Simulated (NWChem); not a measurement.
Species: sulfur dioxide (SO₂); SMILES O=S=O

Give the equilibrium geometry at PBE0/def2-SVP (NWChem) as an XYZ file, with the point group.

point group C2v; any orientation.
```
3

O      1.2504     0.0000     0.3736
S      0.0000     0.0000    -0.3691
O     -1.2504     0.0000     0.3736
```
